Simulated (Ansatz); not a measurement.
Basis-set extrapolation for C$_{2}$H$_{4}$F$_{2}$O (`FCOCF`) (PBE0-D4/def2-TZVP geometry, frozen core, the Gaussian-basis code of Ansatz). Multiplicity 1, RHF reference.

```
                      def2-TZVPP   def2-QZVPP
                 HF  -351.946938  -351.962697
    MP2 correlation    -1.069201    -1.159064
CCSD(T) correlation    -1.127340      not run
```

Energies in hartree. Use E(X) = E(∞) + A·exp(−7.88·√X) for Hartree–Fock and E(X) = E(∞) + B·X^(−2.97) for correlation, with X = 3 and 4, and add CCSD(T) minus MP2 of the smaller set to the MP2 limit.

Problem. What is the CCSD(T) energy at the basis-set limit?

Solution. HF limit: -351.962697 + (-0.015759) × 0.13774 = -351.96487. MP2 limit: -1.159064 + (-0.089863) × 0.74074 = -1.22563. Higher-order term: -1.127340 − (-1.069201) = -0.05814. Total: -353.24864 hartree, 457.8 kJ/mol below CCSD(T)/def2-TZVPP.
